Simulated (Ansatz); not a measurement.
Litharge PbO: elastic constant C12 by level of theory

No measured value is used here.

```json
[
 {"level (code)": "LDA (Ansatz)", "value (GPa)": "[?]", "cell (Å³/atom)": "19.02"},
 {"level (code)": "PBEsol (Ansatz)", "value (GPa)": "64.8", "cell (Å³/atom)": "20.22"},
 {"level (code)": "r²SCAN (Ansatz)", "value (GPa)": "65.1", "cell (Å³/atom)": "21.19"}
]
```

Task: Fill in the missing entries.

Result: 
- LDA (Ansatz, a program for electronic structure), value (GPa): 75.4

Density-functional levels without +SOC have no spin–orbit coupling. LDA: LDA has no dispersion term either, though it tends to give short spacings of layers, chains or molecules. PBEsol, r²SCAN: the cell comes from a level without a dispersion term, which matters for the spacing of layers, chains or molecules. Each level is taken at its own relaxed cell. Cutoffs differ between the levels. Ansatz's density-functional and Hartree–Fock values are scalar-relativistic unless marked +SOC, with PAW data made under PBE.
